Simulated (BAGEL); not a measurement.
**HF/6-31G(d) (density fitting with qzvpp-jkfit, spherical functions) run of CH3O3S− (methanesulfonic acid, ion(1-) (8ci,9ci))**

Aim: the vertical singlet–triplet gap of CH3O3S− (methanesulfonic acid, ion(1-) (8ci,9ci)) at HF/6-31G* (density fitting with qzvpp-jkfit, spherical functions), from 2 runs. 

The calculation is run with BAGEL 1.2.2.

4 further runs of the same task are left out: 2 that didn't finish, 2 set aside as unsound or not needed.

## 1. The molecule

CH3O3S−: 8 atoms, total charge -1, spin state singlet. SMILES: `CS(=O)(=O)[O-]`. Geometry: relaxed at GFN2-xTB.

Bond lengths: C1–S2 1.844 Å, S2–O3 1.463 Å, S2–O4 1.463 Å, S2–O5 1.463 Å, C1–H6 1.081 Å, C1–H7 1.081 Å, C1–H8 1.081 Å. Some angles: C1–S2–O3 104.6°, C1–S2–O4 104.5°, C1–S2–O5 104.5°, O3–S2–O4 113.9°, O3–S2–O5 113.9°, O4–S2–O5 114.0°, S2–C1–H6 107.6°, S2–C1–H7 107.7°, S2–C1–H8 107.7°, H6–C1–H7 111.2°.

## 2. A single-point energy at HF/6-31G(d) (density fitting with qzvpp-jkfit, spherical functions)

The input, hf.json:

```json
{ "bagel": [

{
  "title": "molecule",
  "basis": "6-31gs.json",
  "df_basis": "qzvpp-jkfit",
  "angstrom": true,
  "geometry": [
    { "atom": "C", "xyz": [   -0.720220,   -0.046130,    0.596760 ] },
    { "atom": "S", "xyz": [    0.697770,    0.044840,   -0.577820 ] },
    { "atom": "O", "xyz": [    1.774690,   -0.689120,    0.087300 ] },
    { "atom": "O", "xyz": [    0.206560,   -0.599340,   -1.796090 ] },
    { "atom": "O", "xyz": [    0.959240,    1.476230,   -0.726600 ] },
    { "atom": "H", "xyz": [   -1.544540,    0.497850,    0.156570 ] },
    { "atom": "H", "xyz": [   -0.967970,   -1.089940,    0.732360 ] },
    { "atom": "H", "xyz": [   -0.405520,    0.405620,    1.527510 ] }
  ]
},
{
  "title": "hf",
  "charge": -1
},
{
  "title": "print",
  "file": "orbitals.molden",
  "orbitals": true
}

]}
```

The basis set 6-31G* is read from a file made from the Basis Set Exchange's data (not shown).

Run with:

```bash
$ BAGEL_NUM_THREADS=1 BAGEL hf.json > hf.out
```

The log of the run:

```text
* using 1 threads per process

  ===============================================================
  ===============================================================

  *** Geometry ***

  { "atom" : "C", "xyz" : [     -1.361019,     -0.087173,      1.127713 ] },
  { "atom" : "S", "xyz" : [      1.318594,      0.084735,     -1.091922 ] },
  { "atom" : "O", "xyz" : [      3.353678,     -1.302248,      0.164973 ] },
  { "atom" : "O", "xyz" : [      0.390342,     -1.132588,     -3.394118 ] },
  { "atom" : "O", "xyz" : [      1.812701,      2.789670,     -1.373075 ] },
  { "atom" : "H", "xyz" : [     -2.918758,      0.940800,      0.295874 ] },
  { "atom" : "H", "xyz" : [     -1.829198,     -2.059688,      1.383960 ] },
  { "atom" : "H", "xyz" : [     -0.766322,      0.766511,      2.886576 ] },

  Number of auxiliary basis functions:      488

  Since a DF basis is specified, we compute 2- and 3-index integrals:
    o Being stored without compression. Storage requirement is 0.025 GB

  Number of basis functions:       80
  Number of electrons      :       49

    * METHOD: MOLECULE                             0.24

  *** RHF ***

  === Nuclear Repulsion ===
   269.7239325325

      * DIIS with orbital gradients will be used.

  === RHF iteration (6-31gs.json) ===
      0       -661.26206218          0.02814739           0.08
      1       -661.50936991          0.01967176           0.08
      2       -661.68586473          0.00163929           0.08
      3       -661.68745937          0.00050581           0.08
      4       -661.68763841          0.00006285           0.08
      5       -661.68764288          0.00002219           0.08
      6       -661.68764338          0.00000906           0.08
      7       -661.68764349          0.00000253           0.08
      8       -661.68764350          0.00000113           0.08
      9       -661.68764350          0.00000024           0.08
     10       -661.68764350          0.00000005           0.08
     11       -661.68764350          0.00000002           0.08
     12       -661.68764350          0.00000000           0.08
    * SCF iteration converged.

    * Permanent dipole moment:
           (    1.271730,     0.079548,    -1.053027) a.u.

    * METHOD: HF                                   1.19

    * METHOD: PRINT                                0.01

  ===============================================================
```

It took 1.6 s on 1 thread of Arm Neoverse V2, shared host; peak memory 0.11 GiB.

## 3. The triplet

The input, input.json:

```json
{ "bagel": [

{
  "title": "molecule",
  "basis": "6-31gs.json",
  "df_basis": "qzvpp-jkfit",
  "angstrom": true,
  "geometry": [
    { "atom": "C", "xyz": [      -0.720220,      -0.046130,       0.596760 ] },
    { "atom": "S", "xyz": [       0.697770,       0.044840,      -0.577820 ] },
    { "atom": "O", "xyz": [       1.774690,      -0.689120,       0.087300 ] },
    { "atom": "O", "xyz": [       0.206560,      -0.599340,      -1.796090 ] },
    { "atom": "O", "xyz": [       0.959240,       1.476230,      -0.726600 ] },
    { "atom": "H", "xyz": [      -1.544540,       0.497850,       0.156570 ] },
    { "atom": "H", "xyz": [      -0.967970,      -1.089940,       0.732360 ] },
    { "atom": "H", "xyz": [      -0.405520,       0.405620,       1.527510 ] }
  ]
},

{ "title": "uhf", "charge": -1, "nopen": 2 },

{ "title": "print", "file": "orbitals.molden", "orbitals": true }

]}
```

The basis set 6-31G* is read from a file made from the Basis Set Exchange's data (not shown).

Run with:

```bash
$ BAGEL_NUM_THREADS=1 BAGEL input.json > input.out
```

The log of the run:

```text
* using 1 threads per process

  ===============================================================
  ===============================================================

  *** Geometry ***

  { "atom" : "C", "xyz" : [     -1.361019,     -0.087173,      1.127713 ] },
  { "atom" : "S", "xyz" : [      1.318594,      0.084735,     -1.091922 ] },
  { "atom" : "O", "xyz" : [      3.353678,     -1.302248,      0.164973 ] },
  { "atom" : "O", "xyz" : [      0.390342,     -1.132588,     -3.394118 ] },
  { "atom" : "O", "xyz" : [      1.812701,      2.789670,     -1.373075 ] },
  { "atom" : "H", "xyz" : [     -2.918758,      0.940800,      0.295874 ] },
  { "atom" : "H", "xyz" : [     -1.829198,     -2.059688,      1.383960 ] },
  { "atom" : "H", "xyz" : [     -0.766322,      0.766511,      2.886576 ] },

  Number of auxiliary basis functions:      488

  Since a DF basis is specified, we compute 2- and 3-index integrals:
    o Being stored without compression. Storage requirement is 0.025 GB

  Number of basis functions:       80
  Number of electrons      :       49

    * METHOD: MOLECULE                             0.23

  *** Open-shell HF ***

  === Nuclear Repulsion ===
   269.7239325325

      * DIIS with orbital gradients will be used.

  === UHF iteration (6-31gs.json) ===
      0       -660.81777826          0.05353722           0.17
      1       -661.05105662          0.04452440           0.16
      2       -661.16140016          0.03332352           0.16
      3       -661.30957165          0.00260069           0.16
      4       -661.31815869          0.00172081           0.16
      5       -661.32626182          0.00118183           0.16
      6       -661.33108909          0.00071270           0.17
      7       -661.33399751          0.00063605           0.16
      8       -661.33588677          0.00044326           0.16
      9       -661.33702268          0.00083857           0.16
     10       -661.33861369          0.00026339           0.16
     11       -661.33909033          0.00018827           0.16
     12       -661.33959087          0.00010669           0.16
     13       -661.33966838          0.00007135           0.16
     14       -661.33970052          0.00006545           0.16
     15       -661.33970002          0.00006764           0.16
     16       -661.33970665          0.00001665           0.16
     17       -661.33970788          0.00000729           0.16
     18       -661.33970805          0.00000526           0.16
     19       -661.33970815          0.00000329           0.16
     20       -661.33970819          0.00000205           0.16
     21       -661.33970822          0.00000054           0.16
     22       -661.33970822          0.00000032           0.16
     23       -661.33970822          0.00000019           0.16
     24       -661.33970822          0.00000014           0.16
     25       -661.33970822          0.00000013           0.16
     26       -661.33970822          0.00000011           0.16
     27       -661.33970822          0.00000010           0.16
     28       -661.33970822          0.00000008           0.16
     29       -661.33970822          0.00000005           0.16
     30       -661.33970822          0.00000003           0.16
     31       -661.33970822          0.00000002           0.16
     32       -661.33970822          0.00000001           0.16
     33       -661.33970822          0.00000001           0.16
    * SCF iteration converged.

    * S^2 (UHF) is 2.0348

    * Permanent dipole moment:
           (    0.860212,     0.054379,    -0.711711) a.u.

    * METHOD: UHF                                  5.67

    * METHOD: PRINT                                0.01

  ===============================================================
```

It took 6.3 s on 1 thread of Arm Neoverse V2, shared host; peak memory 0.11 GiB.

## 4. Summary of results

Level: HF/6-31G* (density fitting with qzvpp-jkfit, spherical functions).

| quantity | value |
| --- | --- |
| singlet: total energy | -661.68764 Eh |
| singlet: HOMO energy | -5.81 eV |
| singlet: LUMO energy | 10.92 eV |
| singlet: HOMO–LUMO gap (to an unbound level, set by the basis) | 16.74 eV |
| triplet: total energy | -661.33971 Eh |
| triplet: ⟨S²⟩ | 2.035 |
| vertical energy of the triplet above the singlet | 9.468 eV |

At this shape the triplet lies 9.47 eV (914 kJ/mol) above the singlet. For an anion a state so high probably lies above electron detachment.
